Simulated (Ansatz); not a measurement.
H2O4P− (`O=P([O-])(O)O`). The species carries charge -1 and has multiplicity 1.

```csv
atom,x (Å),y (Å),z (Å)
O1,0.320,-1.632,0.436
P2,0.330,-0.165,0.198
O3,1.416,0.764,0.606
O4,0.094,0.074,-1.415
O5,-1.078,0.418,0.824
H6,0.547,0.897,-1.616
H7,-1.630,-0.355,0.966
```

Question: What are the harmonic wavenumbers in cm⁻¹ at PBE0-D4/def2-TZVPD (Ansatz, finite differences of forces, unscaled)? (Estimate.)

Answer: Computed: 201, 321, 324, 390, 432, 499, 506, 784, 813, 1036, 1058, 1112, 1334, 3880, 3881.

Question: Is this a minimum?

Answer: Yes, all 15 modes are real.

Question: Give the ideal-gas thermochemistry at 298.15 K and 1 bar (rigid rotor, harmonic oscillator; point group C2, symmetry number 2).

Answer: Zero-point energy 99.1 kJ/mol; H(298) − E = 116.0 kJ/mol; entropy 302.9 J/(mol·K), of which translation 165.9, rotation 101.3, vibration 35.7; G(298) − E = 25.6 kJ/mol.

Question: And at 400, 500, 600, 800 and 1000 K?

Answer: 
| T (K) | H − E (kJ/mol) | S (J/mol/K) | G − E (kJ/mol) |
| --- | --- | --- | --- |
| 400 | 125.6 | 330.6 | -6.7 |
| 500 | 136.3 | 354.4 | -40.9 |
| 600 | 147.8 | 375.3 | -77.4 |
| 800 | 172.5 | 410.8 | -156.2 |
| 1000 | 198.6 | 439.9 | -241.3 |

Question: Rotational constants (cm⁻¹)?

Answer: 0.1622, 0.1519, 0.1474.
